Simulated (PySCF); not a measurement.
CH₇AlSi.
Geometry (PBE0-D3(BJ)/def2-SVP, Å), atoms numbered from 1 in this order:
```xyz
10
CH7AlSi angstrom
Al     1.6293    0.7084   -0.1213
C      0.1838   -0.6028   -0.2094
Si    -1.3230   -0.1815    0.8286
H      2.7453    0.5894    1.0068
H      1.6764    1.9041   -1.1701
H     -0.1574   -0.7091   -1.2547
H      0.5489   -1.5878    0.1323
H     -2.4054   -1.2082    0.7083
H     -1.8946    1.1397    0.4137
H     -0.9489   -0.0744    2.2751
```

Method used: PBE0-D3(BJ)/def2-SVP geometry optimisation, gas phase in PySCF 2.14.0.

Masses are those of the commonest isotopes; rigid-rotor values at the optimised geometry. The values belong to one conformer with, in the numbering `[AlH2:1][CH2:2][SiH3:3]`, H–Al1–C2–Si3 88° and -91°.

(1) What are A, B and C (MHz)?

(2) Classify the top.

(3) What does the inertial defect say?

(4) Where do the levels up to J = 3 lie, in K?

(5) Which lines would a microwave search look for?

Answers

(1) Ia = 26.88, Ib = 175.50, Ic = 185.62 u·Å²; 505379 MHz·u·Å²/I gives A = 18803, B = 2880, C = 2723 MHz.

(2) A near-prolate asymmetric top; Ray's κ = -0.980.

(3) Not planar: Δ = Ic − Ia − Ib = -16.76 u·Å². For a rigid frame Δ = −2 Σ m c², so Σ m c² = 8.38 u·Å² lies off the ab plane, practically all of it from hydrogen. The atom farthest from that plane is 1.38 Å away.

(4) Above 0(0,0), as E/k:
J = 1: 1(0,1) 0.269, 1(1,1) 1.033, 1(1,0) 1.041
J = 2: 2(0,2) 0.807, 2(1,2) 1.563, 2(1,1) 1.586, 2(2,1) 3.879, 2(2,0) 3.879
J = 3: 3(0,3) 1.613, 3(1,3) 2.359, 3(1,2) 2.404, 3(2,2) 4.685, 3(2,1) 4.685, 3(3,1) 8.525, 3(3,0) 8.525

(5) The dipole components are |μa| = 0.14 D, |μb| = 1.00 D, |μc| = 0.01 D. Intensities carry the squares of the components, which stand as 0.02 : 1.00 : 0.00 (a : b : c). Some lines, for components of 0.1 D or more:

| type | branch | J(Ka,Kc) | MHz | lower level (cm⁻¹) |
| --- | --- | --- | --- | --- |
| a | Q | 2(1,1) ← 2(1,2) | 471 | 1.087 |
| a | R | 1(0,1) ← 0(0,0) | 5602 | 0.000 |
| a | R | 2(1,2) ← 1(1,1) | 11048 | 0.718 |
| a | R | 2(0,2) ← 1(0,1) | 11203 | 0.187 |
| a | R | 2(1,1) ← 1(1,0) | 11361 | 0.723 |
| b | Q | 1(1,0) ← 1(0,1) | 16081 | 0.187 |
| b | Q | 2(1,1) ← 2(0,2) | 16239 | 0.561 |
| b | R | 1(1,1) ← 0(0,0) | 21526 | 0.000 |
| b | R | 2(1,2) ← 1(0,1) | 26971 | 0.187 |
| b | Q | 2(2,0) ← 2(1,1) | 47773 | 1.102 |
| b | Q | 2(2,1) ← 2(1,2) | 48242 | 1.087 |
| b | R | 2(2,1) ← 1(1,0) | 59133 | 0.723 |
| b | R | 2(2,0) ← 1(1,1) | 59291 | 0.718 |

No frequency check. These are rigid-rotor constants of the computed structure; measured ground-state constants (B0) also hold zero-point vibration. A rigid rotor knows nothing of internal rotation, which can split or shift real lines. Quadrupole hyperfine structure (27Al) is left out.

The run took 41 s wall on Arm Neoverse V1, one thread, on a shared host, and the process peaked at 0.37 GiB of memory. This is the geometry optimisation.
